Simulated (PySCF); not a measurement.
Species: nitric acid, HNO₃.
SMILES with atom numbers: `[O:1]=[N+:2]([O-:3])[OH:4]` (hydrogens: H5 on O4)

The same species was optimised twice, with GFN2-xTB and with PBE0-D3(BJ)/def2-SVP (PySCF), and the same property calculations (PySCF, gas phase) were run on both structures.

```csv
coordinate,GFN2-xTB,PBE0-D3(BJ)/def2-SVP,change
O1=N2 (Å),1.185,1.200,+0.015
N2–O4 (Å),1.391,1.377,-0.014
N2–O3 (Å),1.175,1.186,+0.011
O4–H5 (Å),0.973,0.972,-0.001
N2–O4–H5 (°),111.0,103.6,-7.4
O1–N2–O4 (°),115.3,115.7,+0.4
O1–N2–O3 (°),130.4,130.0,-0.4
O3–N2–O4 (°),114.4,114.3,-0.1
```

Rotational constants: A = 13591, B = 12291, C = 6454 MHz (GFN2-xTB) against A = 13311, B = 12474, C = 6439 MHz (PBE0-D3(BJ)/def2-SVP). Point groups within 0.08 Å: Cs and Cs.

On the GFN2-xTB structure: HOMO (eV) -9.47 [PBE0/pcSseg-1]; LUMO (eV) -1.72 [PBE0/pcSseg-1]; dipole (D) 2.50 [PBE0/pcSseg-1]; GIAO shielding of O1/O3 (mean) (ppm) -147.6 [PBE0/pcSseg-1]; GIAO shielding of N2 (ppm) -78.6 [PBE0/pcSseg-1]; GIAO shielding of O4 (ppm) -29.8 [PBE0/pcSseg-1].

Q: What do these properties become on the PBE0-D3(BJ)/def2-SVP structure?

A: 
| property | level | on GFN2-xTB | on PBE0-D3(BJ)/def2-SVP | change |
| --- | --- | --- | --- | --- |
| HOMO (eV) | PBE0/pcSseg-1 | -9.47 | -9.49 | -0.02 |
| LUMO (eV) | PBE0/pcSseg-1 | -1.72 | -1.89 | -0.17 |
| dipole (D) | PBE0/pcSseg-1 | 2.50 | 2.48 | -0.02 |
| energy, GFN2-xTB geometry as zero (kcal/mol) | PBE0/pcSseg-1 | 0.0 | -1.7 | -1.7 |
| GIAO shielding of O1/O3 (mean) (ppm) | PBE0/pcSseg-1 | -147.6 | -168.3 | -20.7 |
| GIAO shielding of N2 (ppm) | PBE0/pcSseg-1 | -78.6 | -88.9 | -10.3 |
| GIAO shielding of O4 (ppm) | PBE0/pcSseg-1 | -29.8 | -35.2 | -5.4 |

The heavy atoms differ by 0.009 Å rms after alignment. Among all bonds O1=N2 and N2–O4 change most and about equally (-0.014 to +0.015 Å). Changes are differences of the printed values. Neither structure is proved a minimum here.

The values belong to the conformer `[O:1]=[N+:2]([O-:3])[OH:4]`: H–O4–N2–O1 0°.
